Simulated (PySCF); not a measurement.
Consider tert-butylphosphine, `CC(C)(C)P` (C4H11P). Atom numbers as in the mapped SMILES `[CH3:1][C:2]([CH3:3])([CH3:4])[PH2:5]`.

Computed at ωB97X-D3(BJ)/ma-def2-TZVP // PBE0-D3(BJ)/def2-SVP with PySCF (density fitting, grid level 2). Zero-point and thermal terms (298.15 K, 1 bar) come from unscaled PBE0-D3(BJ)/def2-SVP harmonic frequencies, with soft modes damped to free rotors in the entropy.

Q: What are the vertical and the adiabatic ionisation energy for forming the radical cation?

A: 9.32 eV vertical and 8.58 eV adiabatic, the latter with zero-point energy.

Q: Where does the unpaired spin of the relaxed radical cation sit?

A: P5 (phosphorus) 0.90 (intrinsic atomic orbital populations).

Q: What oxidation potential follows in DMF (IEF-PCM), given that Fc+/Fc comes at 4.54 V absolute with this functional and basis?

A: In the gas phase ΔG of oxidation is 8.557 eV, and solvation is -8.3 kJ/mol for the parent and -242.8 kJ/mol for the product, so the absolute potential is 6.13 V, or 1.58 V against Fc+/Fc. Fc+/Fc in DMF, 4.54 V, is ωB97X-D3(BJ)/ma-def2-TZVP on PBE0-D3(BJ)/def2-SVP structures with GFN2-xTB thermal terms. Benchmark calculations put it near 5.0 V in acetonitrile and DMSO, so it is about 0.5 V low, and the value against it can read up to that much too high. The solvent is electrostatics only, on gas-phase structures; the absolute scale refers to an electron at rest in vacuum.

Q: How far is −ε(HOMO) from the vertical value by ΔSCF?

A: −ε(HOMO) = 9.45 eV, which is 0.13 eV above the ΔSCF value.

Differences come from unrounded values, so a last digit can differ from that of the printed terms.
